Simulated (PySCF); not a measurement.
# P4 (phosphorus tetramer): the cost of one run

Computed with PySCF 2.14.0, with density-fitted response routines of our own, on a single molecule in the gas phase. Atoms are numbered from 0 throughout.

### Step 1. Starting geometry

4 atoms, charge 0, multiplicity 1; geometry from: GFN2-xTB. The atoms were then displaced at random by about 0.01 Å, so the start is not that level's minimum.

Bonds of the start (Å): P0–P1 2.22, P1–P2 2.19, P2–P3 2.21, P2–P0 2.21, P3–P0 2.17, P3–P1 2.19.

### Step 2. Optimising the geometry at PBE0-D3(BJ)/def2-SVP

Job settings and geometry (Å):

```
{"job": {"xc": "PBE0", "basis": "def2-SVP", "d3": "d3bj", "grid": 1, "shake": 0.01, "kind": "geom"}, "charge": 0, "multiplicity": 1}
P      1.243540    -0.199250    -0.520420
P     -0.472030     1.197510    -0.365250
P     -0.837140    -0.954260    -0.472170
P      0.103630    -0.069370     1.324830
```

On the command line:

```sh
$ OMP_NUM_THREADS=1 python probes_run.py task.json out
```

The driver reads the jobs from task.json and runs them one after another.

**Question.** How long does this first job take on 1 thread of Intel Xeon 6975P-C, shared host, and how much memory does it need?

About 4.9 s, with a peak of 0.33 GiB.
